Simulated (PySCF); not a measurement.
**A small calculation by hand: entropy of an ideal gas**

dichloromethane (CH2Cl2), SMILES ClCCl.

Geometry: PBE-D3(BJ)/def2-TZVP.

PySCF with PBE-D3(BJ)/def2-TZVP gives the harmonic wavenumbers 272, 694, 708, 871, 1128, 1235, 1409, 3040, 3117 cm⁻¹ and the rotational temperatures 1.5478, 0.1534, 0.1422 K. The molar mass is 84.93 g/mol, the symmetry number 2, the spin multiplicity 1.

Work out the entropy at 298.15 K and 1 atm in the rigid-rotor, harmonic-oscillator model.


Translation (Sackur–Tetrode at 1 atm): S = R[1.5 ln M + 2.5 ln T − 1.16487] = 164.1 J/(mol K).
Rotation: q = (√π/σ) T^1.5/√(θA θB θC) = 24800, S = R[ln q + 3/2] = 96.6 J/(mol K).
Vibration: with u = 1.4388 ν/T, each mode gives R[u/(e^u − 1) − ln(1 − e^−u)]:
| ν (cm⁻¹) | modes | u | S (J/(mol K)) |
|---|---|---|---|
| 272 | 1 | 1.31 | 6.63 |
| 694 | 1 | 3.35 | 1.31 |
| 708 | 1 | 3.42 | 1.24 |
| 871 | 1 | 4.20 | 0.66 |
| 1128 | 1 | 5.44 | 0.23 |
| 1235 | 1 | 5.96 | 0.15 |
| 1409 | 1 | 6.80 | 0.07 |
The stiffer modes add less than 0.005 each. Sum 10.3 J/(mol K).
Spin: R ln 1 = 0.0 J/(mol K).
Total 271.0 J/(mol K); the program's own thermochemistry gives 271.0. Translation makes up 61 % and vibration 4 %. Anharmonicity, hindered rotation and orbital degeneracy are left out.
